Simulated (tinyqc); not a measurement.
Worked calculation: Pariser-Parr-Pople SCF with singles CI, for the molecule [CH2+]C=CF (SMILES; centres numbered as the heavy atoms are written). Computed by tinyqc, a small Python program that keeps every step. Settings: charge = 1, gamma = MN, start = huckel, damping = 0, iteration cap = 85, excitations kept = 4. Command: `OMP_NUM_THREADS=1 python tinyqc.py 22505 22506 out.jsonl` (the two numbers bound the seeds that draw the settings). One thread of a shared host (Intel(R) Xeon(R) Processor @ 2.60GHz), about 0.01 s of CPU time with the checks. Later iterations appear only in the table of the cycle.

## PPP integrals

Centres (angstrom, eV; a flat drawing with bonds scaled to 1.40 angstrom):
```
centre          x          y  core charge z          W   gamma_rr
1C      -1.848000  -0.127000              1  11.900000  10.960000
2C      -0.559000   0.421000              1  11.900000  10.960000
3C       0.559000  -0.421000              1  11.900000  10.960000
4F       1.848000   0.127000              2  41.840000  21.460000
```

Resonance integrals (eV):
```
i  j       beta
1  2  -2.390000
2  3  -2.390000
3  4  -1.990000
```

Mataga-Nishimoto: gamma = 14.399645/(R + a), a = 2 x 14.399645/(gamma_rr + gamma_ss); H_rr = -W_r - sum_(s != r) z_s gamma_rs; H_rs = beta for bonds.

repulsion gamma_rs (eV):
```
           1C         2C         3C         4F
1C  10.960000   5.304737   3.851486   3.135104
2C   5.304737  10.960000   5.306788   4.346135
3C   3.851486   5.306788  10.960000   6.290883
4F   3.135104   4.346135   6.290883  21.460000
```

core matrix H (eV):
```
            1C          2C          3C          4F
1C  -27.326430   -2.390000    0.000000    0.000000
2C   -2.390000  -31.203794   -2.390000    0.000000
3C    0.000000   -2.390000  -33.640040   -1.990000
4F    0.000000    0.000000   -1.990000  -55.612122
```

## Starting guess

pi electrons, sum of z_r less the charge = 4

Orbitals of the Hueckel matrix of the beta values.

P at the start:
```
           1C        2C        3C         4F
1C   1.000000  0.877819  0.000000  -0.478993
2C   0.877819  1.000000  0.478993   0.000000
3C   0.000000  0.478993  1.000000   0.877819
4F  -0.478993  0.000000  0.877819   1.000000
```

## Iteration 1: Fock matrix

F_rr = H_rr + P_rr gamma_rr / 2 + sum_(s != r) P_ss gamma_rs; F_rs = H_rs - P_rs gamma_rs / 2; E = tr P (H + F) / 2 + core repulsion sum_(r<s) z_r z_s gamma_rs.

F (eV):
```
           1C          2C          3C          4F
1C  -9.555104   -4.718300    0.000000    0.750846
2C  -4.718300  -10.766135   -3.660956    0.000000
3C   0.000000   -3.660956  -12.710883   -4.751128
4F   0.750846    0.000000   -4.751128  -31.110000
```

pi energy = -79.370303 eV

## Iteration 1: orbitals and new P

Diagonalise F (the basis is taken as orthonormal) and form P = 2 sum c c over the lowest orbitals.

orbital energies (eV): -32.313249  -16.599880  -10.659905  -4.569088

P after iteration 1:
```
           1C         2C        3C         4F
1C   0.475705   0.685420  0.471593  -0.181425
2C   0.685420   0.997721  0.717413  -0.124550
3C   0.471593   0.717413  0.609385   0.332172
4F  -0.181425  -0.124550  0.332172   1.917188
```

## Iteration 2: Fock matrix

As before.

F (eV):
```
            1C          2C          3C          4F
1C  -11.069294   -4.207986   -0.908167    0.284393
2C   -4.207986  -11.646554   -4.293580    0.270656
3C   -0.908167   -4.293580  -11.112935   -3.034826
4F    0.284393    0.270656   -3.034826  -25.379504
```

pi energy = -91.275594 eV

## Iteration 2: orbitals and new P

As before.

orbital energies (eV): -26.025619  -17.664080  -9.843073  -5.675514

P after iteration 2:
```
           1C         2C        3C         4F
1C   0.537800   0.728996  0.487834  -0.130211
2C   0.728996   0.990898  0.676481  -0.104189
3C   0.487834   0.676481  0.527189   0.284326
4F  -0.130211  -0.104189  0.284326   1.944113
```

## Convergence

Stop when output and input P, before any damping, agree to 1e-7.

Course of the cycle:
```
iteration        E (eV)  largest |P(out) - P(in)|
1          -79.37030275                  9.17e-01
2          -91.27559437                  8.22e-02
3          -91.38506389                  1.37e-02
4          -91.38961890                  3.93e-03
5          -91.38989745                  1.13e-03
6          -91.38991807                  3.23e-04
7          -91.38991971                  9.29e-05
8          -91.38991984                  2.67e-05
9          -91.38991985                  7.66e-06
10         -91.38991985                  2.20e-06
11         -91.38991985                  6.31e-07
12         -91.38991985                  1.81e-07
13         -91.38991985                  5.21e-08
```

Converged in 13 iterations.

## Converged orbitals

Charges are z - P_rr.

orbital energies (eV): -25.994615  -17.714784  -9.855750  -5.733253

coefficients:
```
         MO1        MO2        MO3        MO4
1C  0.014917   0.521843  -0.695294  -0.493988
2C  0.048440   0.701656   0.022867   0.710499
3C  0.201280   0.464984   0.705432  -0.495623
4F  0.978222  -0.138378  -0.135680   0.074330
```

pi charges: 1C 0.454915, 2C 0.010664, 3C 0.486553, 4F 0.047868

## Singles CI, singlets

Over the 4 single excitations with the smallest orbital gaps: A = (e_a - e_i) delta + 2 (ia|jb) - (ij|ab), with (pq|rs) = sum c_mp c_mq gamma_mn c_nr c_ns. f = 2/3 w |mu|^2 in atomic units, mu = sqrt2 sum c_ia sum_m c_mi c_ma R_m.

singlet CI matrix (eV):
```
           2>3        2>4        1>3        1>4
2>3   5.063231   0.101447   0.114407  -0.194384
2>4   0.101447   8.612749  -0.116071   0.058189
1>3   0.114407  -0.116071  11.718694   0.897207
1>4  -0.194384   0.058189   0.897207  15.819554
```

singlet excitation energies (eV): 5.054038  8.610526  11.539725  16.009938

oscillator strengths: 0.694870  0.173008  0.061543  0.010001

## Singles CI, triplets

Over the 4 single excitations with the smallest orbital gaps: A = (e_a - e_i) delta - (ij|ab), with (pq|rs) = sum c_mp c_mq gamma_mn c_nr c_ns.

triplet CI matrix (eV):
```
           2>3        2>4        1>3        1>4
2>3   1.568840  -0.161067  -0.249575   0.038317
2>4  -0.161067   4.786306   0.038317  -0.294468
1>3  -0.249575   0.038317  10.997411   1.313776
1>4   0.038317  -0.294468   1.313776  15.560018
```

triplet excitation energies (eV): 1.554072  4.784977  10.655442  15.918083
